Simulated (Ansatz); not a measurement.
Here is an Ansatz input file for C2H5FOS, SMILES CSC(O)F. Write the same calculation for the Python package.

```yaml
crystal:
  periodic: [false, false, false]
  atoms:
    - { symbol: C, position_ang: [-1.3156, -0.0986, 0.929] }
    - { symbol: S, position_ang: [-0.8027, -0.274, -0.7851] }
    - { symbol: C, position_ang: [0.9367, -0.184, -0.4879] }
    - { symbol: O, position_ang: [1.7538, -0.1212, -1.6916] }
    - { symbol: F, position_ang: [1.2628, 0.9604, 0.1568] }
    - { symbol: H, position_ang: [-0.9589, -0.8248, 1.5572] }
    - { symbol: H, position_ang: [-2.4287, -0.1115, 0.9477] }
    - { symbol: H, position_ang: [-1.0251, 0.9423, 1.2932] }
    - { symbol: H, position_ang: [1.3231, -1.0165, 0.1629] }
    - { symbol: H, position_ang: [1.3377, 0.6767, -2.0792] }
basis:
  gaussian:
    orbitals: def2-SVP
hamiltonian:
  xc:
    name: wB97
scf:
  lower_state_search: light
output:
  orbitals: {}
```

Script `c2h5fos_energy.py`:
```python
"""Single point of C2H5FOS."""

from pathlib import Path
import warnings

import ansatz


def main() -> None:
    warnings.simplefilter("ignore", ansatz.DeckWarning)

    geometry_ang = [
        ("C", [-1.3156, -0.0986, 0.929]),
        ("S", [-0.8027, -0.274, -0.7851]),
        ("C", [0.9367, -0.184, -0.4879]),
        ("O", [1.7538, -0.1212, -1.6916]),
        ("F", [1.2628, 0.9604, 0.1568]),
        ("H", [-0.9589, -0.8248, 1.5572]),
        ("H", [-2.4287, -0.1115, 0.9477]),
        ("H", [-1.0251, 0.9423, 1.2932]),
        ("H", [1.3231, -1.0165, 0.1629]),
        ("H", [1.3377, 0.6767, -2.0792]),
    ]
    c2h5fos = ansatz.Crystal.molecule()
    for symbol, xyz in geometry_ang:
        c2h5fos = c2h5fos.atom(symbol, xyz)

    setup = c2h5fos.calculation()
    setup = setup.basis(gaussian="def2-SVP")
    setup = setup.functional(ansatz.LibraryFunctional("wB97"))
    setup = setup.scf(lower_state_search="light").orbitals()
    result = setup.run(threads=1, pin="off", runs_dir="out")
    summary = result.report

    print("reference energy %16.6f eV" % summary["reference_energy_ev"])
    print("total energy     %16.6f eV" % summary["free_energy_ev"])
    print("occupied orbitals outside the frozen core (up, down):", summary["n_occupied"], " frozen:", summary["n_frozen"], " virtual:", summary["n_virtual"])

    field = summary["mean_field"]
    print("<S^2> =", round(abs(field["state"]["spin_squared"]), 4), " all-electron relativity setting:", field["relativity"])
    print("passes:", field["passes"])
    if "symmetry" in field:
        print("occupied orbitals by irrep:", field["symmetry"]["occupied"])

    lines = Path(summary["orbitals_path"]).read_text().splitlines()
    field_of = lambda key: [line.split("=")[1].strip() for line in lines if line.startswith(key)]
    orbitals = [(27.211386 * float(e), s, float(n)) for e, s, n in zip(field_of("Ene="), field_of("Spin="), field_of("Occup="))]
    homo = max(e for e, _, n in orbitals if n > 0.5)
    lumo = min(e for e, _, n in orbitals if n < 0.5)
    print(f"HOMO {homo:.3f} eV, LUMO {lumo:.3f} eV, gap {lumo - homo:.3f} eV")


if __name__ == "__main__":
    main()
```

Running `python c2h5fos_energy.py` prints:
```text
reference energy    -17744.279059 eV
total energy        -17744.279059 eV
occupied orbitals outside the frozen core (up, down): [25, 25]  frozen: 0  virtual: [74, 74]
<S^2> = 0.0  all-electron relativity setting: none
passes: {'evaluations': 15, 'products': 15}
occupied orbitals by irrep: [{'A': 25}, {'A': 25}]
HOMO -9.804 eV, LUMO 3.230 eV, gap 13.034 eV
```

Caveats:
- The settings weren't tested for convergence.
- The geometry is a force-field or estimated start, not a minimum of this method, and the basis set is short of its limit.
- Levels such as HOMO and LUMO are orbital energies: with these approximate functionals they aren't the ionisation energy and electron affinity, and their gap isn't the fundamental gap.
- Finished in 6.4 s on 1 thread of Arm Neoverse V2, on a shared host, peak memory 0.25 GiB.

(A comment or docstring line of the script was reworded after the run, the code is as it ran; lines on the test bed's own set-up are left out of the output.)
